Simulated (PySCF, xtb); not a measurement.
nitrous oxide anion (N2O), SMILES N#[N+][O-] (connectivity only; charge and spin as stated), charge -1, multiplicity 2.

Harmonic wavenumbers (cm⁻¹) from GFN2-xTB (xtb) at its own minimum, in rising order: 622, 1233, 1864.

### Question
What does PBE-D3(BJ)/def2-TZVPD (PySCF 2.14.0) give at its own minimum? (Estimate from the structure and the level; the computed values follow.)

### Answer
642, 966, 1645. Paired by order, the mean absolute difference is 168 cm⁻¹ and the zero-point energies are 5.3 and 4.7 kcal/mol.
